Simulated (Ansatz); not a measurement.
Relaxation of BH2O (4 atoms, charge 0, multiplicity 2), to a largest force component of 0.02 eV/Å in at most 40 steps.

Theory: Ansatz 0.2.0, UKS PBE0/def2-SVP.

```xyz
4
Properties=species:S:1:pos:R:3
B -0.015 -0.035 -0.029
O 1.124 -0.348 0.723
H -1.110 -0.568 0.128
H 0.057 0.891 -0.841
```

Q: Where does it end, and by what steps?

A: The forces met the threshold. After 4 steps the energy has fallen by 0.324 eV; O2 moved furthest, 0.11 Å.

```csv
step,energy less start (eV),largest force component (eV/Å),accepted
0,0.0000,3.610,yes
1,-0.1959,2.190,yes
2,-0.3235,0.091,yes
3,-0.3243,0.022,yes
4,-0.3244,0.001,yes
```

```xyz
4
Properties=species:S:1:pos:R:3
B 0.004 -0.012 -0.012
O 1.029 -0.343 0.678
H -1.062 -0.592 0.153
H 0.084 0.886 -0.840
```

Whether the end is a true minimum wasn't checked by a vibrational analysis.

The run took 5.1 s on 1 thread of Arm Neoverse V1, with other jobs on the host, peak memory 0.1 GiB.
